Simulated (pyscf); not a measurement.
**Hydrogen abstraction: HO–B(F)–F + H atom (H•) → •O–B(F)–F + hydrogen (H₂)**

Gas phase, doublet surface, charge 0. Bonds broken: O1–H5. Bonds formed: H5–H6. PySCF, gas phase, ωB97X-D3(BJ)/def2-SVP geometries.

Transition state (Å):

```xyz
6

O      1.1889    -0.1505     0.0948
B      0.4149     0.9447    -0.1467
F      1.0358     2.0813    -0.4225
F     -0.9081     0.9149    -0.1159
H      0.3422    -1.2621     0.3705
H     -0.3340    -1.7126     0.4864
```

One imaginary mode, 876i cm⁻¹; descent along it reached the two sides named.

| bond | change | reactant side (Å) | saddle | product side |
|---|---|---|---|---|
| O1–H5 | breaks | 0.964 | 1.424 | 2.7 |
| H5–H6 | forms | 2.8 | 0.821 | 0.760 |

Electronic energies relative to the separated reactants (kJ/mol):

| level | barrier | reaction energy | reverse barrier |
|---|---|---|---|
| ωB97X-D3(BJ)/def2-TZVP | 85.6 | +66.3 | 19.3 |
| PBE/def2-TZVP | 63.3 | +73.3 | -10.0 |
| r²SCAN/def2-TZVP | 60.4 | +57.3 | 3.1 |
| B3LYP-D3(BJ)/def2-TZVP | 61.1 | +53.3 | 7.8 |
| PBE0-D3(BJ)/def2-TZVP | 81.0 | +73.5 | 7.5 |
| M06-2X/def2-TZVP | 99.8 | +75.8 | 24.0 |
| ωB97M-D3(BJ)/def2-TZVP | 88.6 | +69.5 | 19.1 |
| HF/def2-TZVP | 110.6 | +28.4 | 82.2 |

With ωB97M-D3(BJ)/def2-TZVP energies and thermal terms (ideal gas, 1 atm, RRHO with modes under 100 cm⁻¹ raised to 100, one conformer, R ln 2 for chiral ones without a mode under 150 cm⁻¹), in kJ/mol:

| T (K) | ΔH‡ | ΔG‡ | ΔH | ΔG |
|---|---|---|---|---|
| 298 | 79.3 | 106.3 | +64.3 | +60.2 |
| 600 | 78.5 | 133.9 | +64.0 | +56.0 |
| 900 | 77.8 | 161.8 | +62.4 | +52.3 |
| 1200 | 77.2 | 189.9 | +60.4 | +49.2 |

At PBE this geometry lies under the product side: in single points on another level's saddle the reverse barrier vanishes, and the forward threshold there is about the reaction energy. This is the saddle that the search found; another between the same sides may lie lower. The angle at the transferred H is 161°.
